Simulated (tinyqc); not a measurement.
CCD on RHF in the sto-3g basis, frozen core, for LiH, spin multiplicity 1, step by step. One step of it, computed by the program tinyqc.

Question. Orthogonalisation. S = U s U^T; symmetric (Loewdin) form X = U s^(-1/2) U^T, so that X^T S X = 1.

overlap S, lower triangle:
```
           1Li 1s    1Li 2s   1Li 2px   1Li 2py   1Li 2pz     2H 1s
1Li 1s   1.000000
1Li 2s   0.241137  1.000000
1Li 2px  0.000000  0.000000  1.000000
1Li 2py  0.000000  0.000000  0.000000  1.000000
1Li 2pz  0.000000  0.000000  0.000000  0.000000  1.000000
2H 1s    0.103495  0.447298  0.000000  0.000000  0.544900  1.000000
```

Give: eigenvalues of S; X.

Answer.

eigenvalues of S: 0.293  0.796  1.000  1.000  1.159  1.752

X, lower triangle:
```
         1Li 1s  1Li 2s  1Li 2px  1Li 2py  1Li 2pz  2H 1s
1Li 1s    1.023
1Li 2s   -0.122   1.144
1Li 2px   0.000   0.000    1.000
1Li 2py   0.000   0.000    0.000    1.000
1Li 2pz   0.003   0.148    0.000    0.000    1.181
2H 1s    -0.013  -0.340    0.000    0.000   -0.416  1.304
```
